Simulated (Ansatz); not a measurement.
# CH7Si: the cost of one run

Program: Ansatz 0.2.0, Gaussian basis. Level of theory: PBE0-D4, def2-SVP first, then def2-TZVP. These are calculated values, not measurements.

153 further runs of the same task are left out: 1 that didn't finish, 152 set aside as unsound or not needed.

## 1. The starting structure

The guess: 9 atoms, charge 0, spin multiplicity 2.

Atoms are counted from 1 here; the program's logs count them from 0.

Bond lengths: Si2–H4 1.454 Å, Si2–H5 1.454 Å, Si2–H6 1.454 Å, C3–H7 1.077 Å, C3–H8 1.077 Å, C3–H9 1.078 Å. Angles: H4–Si2–H5 113.3°, H4–Si2–H6 113.3°, H5–Si2–H6 113.3°, H7–C3–H8 112.5°, H7–C3–H9 112.6°, H8–C3–H9 112.5°.

Geometry (Å):

```xyz
9
CH7Si
H    -0.2111   -0.0445   -0.1121
Si    1.4347    0.2370    0.7415
C    -1.4361   -0.2392   -0.7423
H     1.3154    1.5387    1.3785
H     1.5775   -0.8560    1.6898
H     2.4241    0.2073   -0.3235
H    -1.5242   -1.3000   -0.9083
H    -1.3975    0.3206   -1.6617
H    -2.1829    0.1361   -0.0620
```

Distances that are to change: H1–C3 1.39 Å, H1–Si2 1.88 Å.

## 2. Relaxing the guess with the reacting distances held

hold/in.yaml reads:

```yaml
crystal:
  periodic: [false, false, false]
  atoms:
    - {symbol: H, position_ang: [-0.211100, -0.044500, -0.112100]}
    - {symbol: Si, position_ang: [1.434700, 0.237000, 0.741500]}
    - {symbol: C, position_ang: [-1.436100, -0.239200, -0.742300]}
    - {symbol: H, position_ang: [1.315400, 1.538700, 1.378500]}
    - {symbol: H, position_ang: [1.577500, -0.856000, 1.689800]}
    - {symbol: H, position_ang: [2.424100, 0.207300, -0.323500]}
    - {symbol: H, position_ang: [-1.524200, -1.300000, -0.908300]}
    - {symbol: H, position_ang: [-1.397500, 0.320600, -1.661700]}
    - {symbol: H, position_ang: [-2.182900, 0.136100, -0.062000]}
basis:
  gaussian: {orbitals: def2-SVP}
magnetization: {spin_polarized: true, initial_magnetization: 1}
hamiltonian: {xc: pbe0, dispersion: d4}
relax: {f_tol: 0.08, max_steps: 120, escape_saddle: false, constraints: [{distance: [0, 2]}, {distance: [0, 1]}]}
```

On the command line:

```bash
> ansatz run in.yaml --threads 2 --pin off --events-out ev --progress --plain --max-ram 4352MiB
```

**Question.** How long does this run take on 2 threads of AMD EPYC 9R45, shared host?

About 2.1 s.
